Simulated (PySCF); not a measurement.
Species: C5H10S.
Structure used (PBE0-D3(BJ)/def2-SVP), in Å, numbered top down from 1:
```
atom  x, y, z in Å
C1    -2.685    0.002    0.913
C2    -1.640    0.283   -0.162
C3    -0.650   -0.827   -0.308
C4     0.685   -0.710   -0.301
S5     1.553    0.815   -0.232
C6     3.082    0.272    0.560
H7    -3.239   -0.927    0.701
H8    -2.214   -0.111    1.901
H9    -3.419    0.819    0.979
H10   -1.106    1.221    0.061
H11   -2.150    0.444   -1.130
H12   -1.059   -1.838   -0.431
H13    1.317   -1.599   -0.410
H14    2.904   -0.072    1.588
H15    3.567   -0.525   -0.023
H16    3.752    1.143    0.586
```

Jobs on this species (16 atoms, 56 electrons) with PySCF (density fitting). Hardware of each: an Arm Neoverse V1 with one thread (shared host). Times come from a shared host and carry two figures at best.

Question: Rank these jobs by wall time, shortest first.
A. PBE0-D3(BJ)/def2-SVP, grid level 1; geometry optimisation from a GFN2-xTB start; 138 basis functions
B. PBE0/aug-cc-pVDZ; 10 singlets by full TDDFT, 4 Tamm–Dancoff triplets, polarisability; 232 basis functions
C. HF/def2-SVPD; 10 singlets by TDHF, 4 Tamm–Dancoff triplets, polarisability, ΔSCF ions; 207 basis functions

Answer: C (18 s), B (38 s), A (66 s).

All jobs:

| level and settings | work | basis functions | SCF cycles | wall time |
| --- | --- | --- | --- | --- |
| PBE0/6-31+G* | 10 singlets by full TDDFT, 4 Tamm–Dancoff triplets, polarisability | 132 | 14 | 17 s |
| HF/def2-SVPD | 10 singlets by TDHF, 4 Tamm–Dancoff triplets, polarisability, ΔSCF ions | 207 | 11 | 18 s |
| PBE0/aug-cc-pVDZ | 10 singlets by full TDDFT, 4 Tamm–Dancoff triplets, polarisability | 232 | 14 | 38 s |
| LDA/def2-SVPD | 10 singlets by full TDDFT, 4 Tamm–Dancoff triplets, polarisability, ΔSCF ions | 207 | 15 | 48 s |
| B3LYP/def2-SVPD | 10 singlets by full TDDFT, 4 Tamm–Dancoff triplets, polarisability, ΔSCF ions | 207 | 14 | 54 s |
| BHandHLYP/def2-SVPD | 10 singlets by full TDDFT, 4 Tamm–Dancoff triplets, polarisability, ΔSCF ions | 207 | 12 | 55 s |
| PBE0/def2-SVPD | 10 singlets by full TDDFT, 4 Tamm–Dancoff triplets, polarisability, ΔSCF ions | 207 | 14 | 57 s |
| PBE0-D3(BJ)/def2-SVP, grid level 1 | geometry optimisation from a GFN2-xTB start | 138 | 65 | 66 s |
| PBE/def2-SVPD | 10 singlets by full TDDFT, 4 Tamm–Dancoff triplets, polarisability, ΔSCF ions | 207 | 16 | 72 s |

What do all jobs in the table cost together?

About 7.1 min; the longest takes about 17 % of that, and about 4.2 times as long as the shortest.
